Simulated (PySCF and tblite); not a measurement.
The numbers below are computed, except where a source is named.
System: C₃H₄OS, numbered as in [O:1]=[CH:2]/[CH:3]=[CH:4]\[SH:5].

Geometries: GFN2-xTB; energies: PBE0/pcSseg-1 + D3(BJ); zero-point and thermal terms from GFN2-xTB harmonic modes (soft modes blended into free rotors). Rates follow Eyring's equation with the number of equivalent paths and no tunnelling. Programs: tblite and PySCF.

**Question.** What barrier does the rotation about the C2–C3 bond (torsion O1–C2–C3–C4 from 0° to 180°, rising) meet, and how fast is it at 298 K?

**Answer.** The electronic barrier is 14.0 kcal/mol and ΔG‡(298 K) 12.7 kcal/mol, over a C1 saddle with an imaginary mode of 194i cm⁻¹ (GFN2-xTB). With 2 equivalent paths, k is 6110 s⁻¹, a mean lifetime of the start of 160 µs against this motion. The end lies 4.9 kcal/mol above the start in free energy.
